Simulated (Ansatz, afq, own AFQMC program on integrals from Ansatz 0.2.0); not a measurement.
Two steps: Ansatz 0.2.0 writes the Fock matrix and Cholesky factors of the valence space, and afq projects on them the lowest state that overlaps trial and start.

```yaml
crystal:
  periodic: [false, false, false]
  atoms:
    - {symbol: Si, position_ang: [0.000000, 0.000000, 1.274311]}
    - {symbol: Al, position_ang: [0.000000, 0.000000, -1.178752]}
    - {symbol: H, position_ang: [0.000000, -1.380606, -1.976865]}
    - {symbol: H, position_ang: [0.000000, 1.380606, -1.976865]}
basis:
  gaussian: {orbitals: cc-pVDZ}
magnetization: {spin_polarized: true, initial_magnetization: 3}
correlation: {method: ccsd_t, electrons: outside_noble_gas, hamiltonian_folder: ham}
```

```sh
$ ansatz run in.yaml --threads 1 --pin off --events-out ev --progress --plain --max-ram 1843MiB
```

Options of the walk:

```
--method free --trial cisd --walkers 60 --time-step 0.03 --max-blocks 80 --target-error 0.00036 --factor-cut 1e-05 --seed 4181 --times 0,0.3,0.6,1.2,1.8,2.4,3.6,4.8,6 --taylor-order 8
```

Times are imaginary, in 1/Eh. The walk had a cap of 1002 s.

afq prints:

```
orbitals 36  electrons 6 3  factors 265 of 451
reference energy -531.92910055 Eh
CCSD correlation -0.14969363 Eh in 11 cycles, weight of the determinant in the CISD state 0.8787
repeat  energy at the last time / Eh  error
    10  -532.084470  0.000878
    20  -532.085155  0.000721
    30  -532.085410  0.000532
    40  -532.084807  0.000499
    50  -532.084712  0.000547
    60  -532.084579  0.000511
    70  -532.084376  0.000445
    80  -532.084125  0.000506
time / (1/Eh)  energy / Eh  error  mean overlap
  0.00  -532.078849  0.000074  1.1379
  0.30  -532.080878  0.000084  1.1353
  0.60  -532.082015  0.000121  1.1421
  1.20  -532.083273  0.000132  1.1383
  1.80  -532.083968  0.000167  1.1341
  2.40  -532.084080  0.000180  1.1356
  3.60  -532.084152  0.000246  1.1297
  4.80  -532.084298  0.000307  1.1301
  6.00  -532.084125  0.000506  1.1363
energy -532.084125 +/- 0.000506 Eh
```

The run passed its tests (error under three times the target), which doesn't prove that it has relaxed.

Against this walk (error 13.8 meV) on the same determinant: CCSD(T) 33.8 meV higher, CCSDT(Q) 5.6 meV lower (within the noise). The error is statistical, and a free projection of finite length keeps a remainder of its start.

Cautions: remainder of the start not in the error; error above the target (13.8 against 9.8 meV); another spin lies lower.

The walk took 4.3 min on 1 thread of Intel(R) Xeon(R) Platinum 8375C CPU @ 2.90GHz (Ice Lake), on a shared host. The log's last line is the free-projection energy.

CCSDT and higher add their correlation energy to the determinant of the CCSD(T) run, since their own runs factorise the integrals more tightly (a shift of under 2 meV). A walk keeps the symmetry of its determinant, which the program's search chose and which needn't be the lowest solution, so a lower state of the same spin and another symmetry isn't excluded.
